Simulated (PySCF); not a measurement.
**Reading a saddle point**

A first-order saddle point of BH₂OF, singlet, PBE0-D4/def2-TZVP, with one imaginary mode of 1484i cm⁻¹:

B1  (-0.159, 0.166, 0.290)
H2  (0.475, 0.179, -0.991)
O3  (-0.230, -1.047, 0.660)
H4  (0.350, -0.700, -0.575)
F5  (-0.436, 1.403, 0.617)
(Å)

Program: PySCF 2.14 with density fitting (its default auxiliary sets; JK sets also for MP2 and CCSD(T)). Basis: def2-TZVPP and def2-QZVPP. Cores are frozen in the correlated methods. Extrapolation: Hartree–Fock as exp(−7.88 √X), correlation as X^−2.97.

(1) Which contacts change along the imaginary mode, and what lies on either side? (A judgement: the text doesn't fix the answer.)

(2) Which side is lower, and how far does the saddle lie above each? (Judge from chemistry; the value comes from the calculation.)

The T1 diagnostic stays at or below 0.018.

Answers

(1) By the calculation: The step is BH₂OF ([OH][BH][F]) → BOF + H₂, with the molecules in contact on both sides. Shortening one way: H2–H4; lengthening the same way: B1–H2, O3–H4.
```csv
pair,one side (Å),saddle (Å),other side (Å)
H2–H4,2.39,0.98,0.75
B1–H2,1.20,1.43,3.01
O3–H4,0.96,1.41,2.98
```

(2) By the calculation: The side with B1–H2, O3–H4 short is lower by 31.76 kcal/mol; the saddle lies 65.55 kcal/mol above it and 33.79 kcal/mol above the other (CCSD(T) at an estimated basis limit (MP2 extrapolated from triple and quadruple zeta, plus CCSD(T) − MP2 in triple zeta); electronic energies).

Labels in which every atom is bracketed show which atoms are joined, not bond orders.

For scale, one of the runs: CCSD(T)/def2-TZVPP, 121 basis functions, launched by `OMP_NUM_THREADS=4 python run.py`. Hardware: 4 CPU threads of an Arm Neoverse V2, shared host. Wall time 34 s; peak host memory 0.61 GiB.
